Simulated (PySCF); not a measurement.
**Frontier levels across methods**

C3H3N2 (charge -1).
SMILES with atom numbers: `[cH:1]1[cH:2][n:3][n-:4][cH:5]1` (hydrogens: H6 on C1; H7 on C2; H8 on C5)

Structure used (PBE0-D3(BJ)/def2-SVP), in Å, numbered top down from 1:
```xyz
8
C3H3N2 angstrom
C      0.0477    0.7209   -0.3245
C     -1.0923   -0.0232    0.0215
N     -0.7474   -1.2128    0.5432
N      0.5934   -1.2916    0.5565
C      1.0857   -0.1502    0.0456
H      0.1106    1.7172   -0.7671
H     -2.1474    0.2550   -0.0859
H      2.1680    0.0034   -0.0385
```

Basis pcSseg-2 throughout (PySCF), one geometry. Isolated species at its PBE0-D3(BJ)/def2-SVP geometry, gas phase. The geometry's basis has no diffuse functions.

Q: How do the orbital energies and the gap change with the method?

A: 
| method | kind | HOMO (eV) | LUMO (eV) | gap (eV) | SCF cycles |
| --- | --- | --- | --- | --- | --- |
| BLYP | GGA | 0.42 | 4.29 | 3.87 | 14 |
| OPBE | GGA | 0.38 | 4.33 | 3.95 | 15 |
| PBE | GGA | 0.32 | 4.32 | 4.00 | 15 |
| B97-D | GGA | 0.29 | 4.43 | 4.14 | 15 |
| LDA | LDA | 0.20 | 4.28 | 4.08 | 14 |
| BP86 | GGA | 0.19 | 4.47 | 4.28 | 15 |
| KT3 | GGA | 0.12 | 4.16 | 4.05 | 15 |
| KT2 | GGA | 0.07 | 4.45 | 4.38 | 15 |
| B97-2 | global hybrid | -0.83 | 4.95 | 5.78 | 13 |
| B3LYP | global hybrid | -0.90 | 4.63 | 5.52 | 13 |
| PBE0 | global hybrid | -1.10 | 4.92 | 6.01 | 13 |
| mPW1PW91 | global hybrid | -1.10 | 4.88 | 5.98 | 13 |
| BHandHLYP | global hybrid | -1.98 | 5.31 | 7.28 | 13 |
| CAM-B3LYP | range-separated hybrid | -2.40 | 5.48 | 7.88 | 13 |
| wB97X-D | range-separated hybrid | -2.93 | 6.45 | 9.38 | 14 |
| HF | Hartree–Fock | -3.23 | 6.65 | 9.88 | 12 |
| LC-wPBE | range-separated hybrid | -3.72 | 6.49 | 10.21 | 14 |

The HOMO spans 4.14 eV, from BLYP down to LC-wPBE, and the gap runs from 3.87 eV (BLYP) to 10.21 eV (LC-wPBE). Over the methods BLYP (0 %), OPBE (0 %), PBE (0 %), B97-D (0 %), LDA (0 %), BP86 (0 %), KT3 (0 %), KT2 (0 %), B97-2 (21 %), B3LYP (20 %), PBE0 (25 %), mPW1PW91 (25 %), BHandHLYP (50 %), HF (100 %), a straight line through the gap against the share of exact exchange rises by 0.60 eV for each 10 % (correlation coefficient 0.991). Where the HOMO energy of this anion is positive, the outermost electrons may be held by the finite basis alone.
